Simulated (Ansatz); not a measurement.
Born–Oppenheimer molecular dynamics of CH9BSi (12 atoms, charge 0, multiplicity 1). It starts at the highest image of a converged band, a first-order saddle point between two minima.

Method: RKS B3LYP-D4/6-31G* (Ansatz).

```
ensemble                      : NVE (velocity Verlet)
time step                     : 0.5 fs
steps asked                   : 200
starting velocities drawn for : 300 K
seed                          : 11554
```

First frame:

```xyz
12
Properties=species:S:1:pos:R:3
B 0.074 0.335 0.078
H -0.191 -0.569 0.960
C 1.499 -0.031 -0.575
H 1.502 -1.039 -1.005
H 1.741 0.662 -1.389
H 2.327 0.023 0.143
H -0.980 0.267 -0.493
Si 0.018 2.307 0.703
H 1.153 2.699 1.586
H 0.138 3.081 -0.562
H -1.247 2.700 1.384
H -0.050 0.351 1.338
```

How far do the bonds stretch over the last three quarters of this one trajectory? (Pairs bonded in most of those frames.)


| bond | mean (Å) | spread (Å) | shortest | longest |
| --- | --- | --- | --- | --- |
| B1–C3 | 1.571 | 0.021 | 1.53 | 1.61 |
| B1–H7 | 1.204 | 0.019 | 1.18 | 1.23 |
| B1–Si8 | 2.046 | 0.045 | 1.97 | 2.11 |
| H2–H12 | 0.748 | 0.019 | 0.72 | 0.79 |
| C3–H4 | 1.099 | 0.006 | 1.09 | 1.11 |
| C3–H5 | 1.107 | 0.027 | 1.07 | 1.14 |
| C3–H6 | 1.095 | 0.006 | 1.08 | 1.11 |
| Si8–H9 | 1.494 | 0.008 | 1.48 | 1.51 |
| Si8–H10 | 1.498 | 0.023 | 1.46 | 1.53 |
| Si8–H11 | 1.496 | 0.019 | 1.47 | 1.53 |

Mean temperature of the second half: 301 K. The conserved energy stayed within 0.098 meV per atom of its start (net change 0.05 meV per atom), so the integration is sound. A run of 0.1 ps of so small a system gives no equilibrium averages. The orbitals stay closed-shell, which can raise the energy where a bond breaks towards radicals; this wasn't checked here.

Run time: 9.3 min on 1 thread of Arm Neoverse V1, with other jobs on the host, peak memory 0.13 GiB.
